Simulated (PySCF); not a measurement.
CS, charge +1, doublet, geometry from GFN2-xTB (a state made from the parent by changing its charge; the spin is typed, not shown lowest); B3LYP/def2-SVP run with PySCF.

Here is a job for PySCF.
```python
from pyscf import gto, scf, dft

mol = gto.Mole()
mol.atom = '''
    C    -0.00000000   -0.00000000   -1.07903369
    S     0.00000000    0.00000000    0.40463763
'''
mol.basis = 'def2-svp'
mol.charge = 1
mol.spin = 1
mol.verbose = 4
mol.build()

mf = dft.UKS(mol)
mf.xc = 'b3lyp'
mf.kernel()
```

It wrote (shortened):

```
PySCF version 2.14.0

[INPUT] verbose = 4
[INPUT] num. atoms = 2
[INPUT] num. electrons = 21
[INPUT] charge = 1
[INPUT] spin (= nelec alpha-beta = 2S) = 1
[INPUT] symmetry False subgroup None
[INPUT] Mole.unit = angstrom
[INPUT] Symbol           X                Y                Z      unit          X                Y                Z       unit  Magmom
[INPUT]  1 C      0.000000000000   0.000000000000  -1.079033690000 AA    0.000000000000   0.000000000000  -2.039078153279 Bohr   0.0
[INPUT]  2 S      0.000000000000   0.000000000000   0.404637630000 AA    0.000000000000   0.000000000000   0.764654300393 Bohr   0.0

nuclear repulsion = 34.2400716139205
number of shells = 14
number of NR pGTOs = 60
number of NR cGTOs = 32
basis = def2-svp
ecp = {}

******** <class 'pyscf.dft.uks.UKS'> ********
method = UKS
initial guess = minao
damping factor = 0
level_shift factor = 0
DIIS = <class 'pyscf.scf.diis.CDIIS'>
diis_start_cycle = 1
diis_space = 8
diis_damp = 0
SCF conv_tol = 1e-09
SCF conv_tol_grad = None
SCF max_cycles = 50
direct_scf = True
direct_scf_tol = 1e-13
number electrons alpha = 11  beta = 10
XC library pyscf.dft.libxc version 7.1.2
    S. Lehtola, C. Steigemann, M. J. T. Oliveira, and M. A. L. Marques,  SoftwareX 7, 1–5 (2018)
XC functionals = b3lyp
    P. J. Stephens, F. J. Devlin, C. F. Chabalowski, and M. J. Frisch,  J. Phys. Chem. 98, 11623 (1994)
radial grids:
    Treutler-Ahlrichs [JCP 102, 346 (1995); DOI:10.1063/1.469408] (M4) radial grids

becke partition: Becke, JCP 88, 2547 (1988); DOI:10.1063/1.454033
pruning grids: <function nwchem_prune>
grids dens level: 3
symmetrized grids: False
atomic radii adjust function: <function treutler_atomic_radii_adjust>
small_rho_cutoff = 0
Set gradient conv threshold to 3.16228e-05
tot grids = 33000
init E= -436.242017951894

cycle= 1 E= -435.609541207052  delta_E= 0.632  |g|= 0.235  |ddm|= 1.32
cycle= 2 E= -435.481291400006  delta_E= 0.128  |g|= 0.547  |ddm|= 0.723
cycle= 3 E= -435.643944010529  delta_E= -0.163  |g|= 0.119  |ddm|= 0.511
cycle= 4 E= -435.652417750062  delta_E= -0.00847  |g|= 0.0125  |ddm|= 0.142
cycle= 5 E= -435.652838726927  delta_E= -0.000421  |g|= 0.00578  |ddm|= 0.0353
cycle= 6 E= -435.65298736755  delta_E= -0.000149  |g|= 0.00364  |ddm|= 0.021
cycle= 7 E= -435.653085917602  delta_E= -9.86e-05  |g|= 0.0015  |ddm|= 0.0267
cycle= 8 E= -435.653095771393  delta_E= -9.85e-06  |g|= 0.000231  |ddm|= 0.00986
cycle= 9 E= -435.653095889408  delta_E= -1.18e-07  |g|= 2.03e-05  |ddm|= 0.00109
cycle= 10 E= -435.653095889846  delta_E= -4.38e-10  |g|= 4.77e-06  |ddm|= 5.78e-05
Extra cycle  E= -435.653095889761  delta_E= 8.45e-11  |g|= 1.31e-05  |ddm|= 1.57e-05
converged SCF energy = -435.653095889761  <S^2> = 0.78743332  2S+1 = 2.0370894
```
